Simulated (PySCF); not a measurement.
Gas-phase reaction: 3 H2 + 2 N ⇌ 2 NH3

Computed with PySCF and rigid-rotor harmonic-oscillator thermochemistry at 1 bar. 'Table' is the NASA 1993 thermochemical table (part measured, part estimated). † marks an energy on the PBE0/def2-TZVP geometry and frequencies. Open shells (unrestricted): N (multiplicity 4); the rest are closed-shell singlets. B3LYP is the form with VWN-RPA correlation. The harmonic model lacks anharmonicity and excited electronic states, which grow with temperature; levels with a mode under 35 cm⁻¹ are left out.

| level | ΔH°(298 K), kJ | minus table | ΔG°(1000 K), kJ |
|---|---|---|---|
| table | -1037.2 | - | -700.5 |
| B3LYP/def2-TZVP† | -1030.9 | 6.3 | -693.2 |
| BLYP/def2-TZVP† | -1044.7 | -7.5 | -707.0 |
| PBE0/def2-QZVP† | -1073.6 | -36.4 | -736.0 |
| ωB97M-V/def2-TZVP† | -1042.5 | -5.3 | -704.9 |
| ωB97X-V/def2-TZVP† | -1045.6 | -8.4 | -708.0 |
